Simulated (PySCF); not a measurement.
Gas-phase reaction: 2 CN + 3 C4H10 (isobutane) = 2 HCN + 4 C3H7 (i-propyl)

Computed with PySCF and rigid-rotor harmonic-oscillator thermochemistry at 1 bar. The comparison is the NASA 1993 polynomial table, which mixes measured and estimated data. After a fit of one offset per element over all species, the range-separated, M06-2X, PBE0/def2-QZVP and CCSD(T)/def2-TZVPP enthalpies, where run, lie to one side of the table for CN (+32 kJ/mol): a fault of the table's entry, another state or a shared error of the levels is possible; this was not checked at source. † marks an energy on the PBE0/def2-TZVP geometry and frequencies. Open shells (unrestricted): CN (multiplicity 2), C3H7 (i-propyl) (multiplicity 2); the rest are closed-shell singlets. B3LYP is the form with VWN-RPA correlation. For this reaction the table lies outside the span of B3LYP, M06-2X, r2SCAN, ωB97M-V, ωB97X-V in their largest bases here; which side is off was not settled. The table's entry may be an old estimate for CN, C3H7 (i-propyl) (not checked at source).

BLYP/def2-TZVP† gives ΔH°(298 K) = 37.9 kJ.

Question: What does B3LYP/def2-TZVP† give, and where does the table lie?

Answer: B3LYP/def2-TZVP†: 29.1 kJ. Table: 167.6 kJ.
